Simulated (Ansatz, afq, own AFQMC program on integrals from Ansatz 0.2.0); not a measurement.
CHSi, doublet → CHSi, quartet

```tsv
atom	x (Å)	y (Å)	z (Å)
Si	0.0000	0.0000	1.4814
C	0.0000	0.0000	-0.2010
H	0.0000	0.0000	-1.2804
```

Connectivity, by distances: Si–CH.

E(quartet, charge +0) − E(doublet, charge +0) at this geometry, on ROHF and UHF determinants.

Basis cc-pVDZ. Noble-gas cores (and the filled d shells of Ga–Kr and In–Xe) are frozen. Ansatz 0.2.0 and our own AFQMC program on the same integrals; the CISD trial comes from CCSD amplitudes, and released means the phaseless constraint is let go. Error bars are statistical, one sigma. The errors of all members are added in quadrature.

No full CI on the walks' own integrals is used here; CCSDTQ serves as the reference and is uncertain by about the last step of the cluster series. Each member takes its own surest rung, up to full CI.

Errors are counted within cc-pVDZ, not against nature.

Cautions: CHSi (doublet): a spin-contaminated unrestricted determinant lies lower (UHF 199 meV lower, ⟨S²⟩ 1.08), its ph-AFQMC/CISD value lies 35 ± 5 meV above CCSDTQ; CHSi (quartet): another spin lies lower; core correlation is missing, and it shifts such a gap most where an s electron is promoted.

```csv
level,vertical spin gap (kcal/mol)
MP2,68.7
CCSD,64.7
```

**Question.** From these cheaper values, estimate the vertical spin gap at the reference level in cc-pVDZ.

**Answer.** 68.6 kcal/mol (CCSDTQ in cc-pVDZ).

```tsv
level	vertical spin gap (kcal/mol)	error against CCSDTQ (kcal/mol)
HF	36.8	-31.8
CCSD(T)	68.0	-0.6
CCSDT	68.2	-0.4
CCSDT(Q)	68.6	0.0
ph-AFQMC/HF	67.8 ± 0.7	-0.8 ± 0.7
ph-AFQMC/CISD	68.0 ± 0.1	-0.6 ± 0.1
released AFQMC	68.5 ± 0.08	-0.1 ± 0.08
```

Correlation beyond CCSD(T) adds 0.6 kcal/mol. The perturbative (T) step is worth +3.3 kcal/mol.

CCSDT and higher add their correlation energy to the determinant of the CCSD(T) run, since their own runs factorise the integrals more tightly (a shift of under 2 meV). A walk keeps the symmetry of its determinant, which the program's search chose and which needn't be the lowest solution, so a lower state of the same spin and another symmetry isn't excluded. Released energies are given only where the last usable release times agree within the noise; a slower fall can still hide under it.
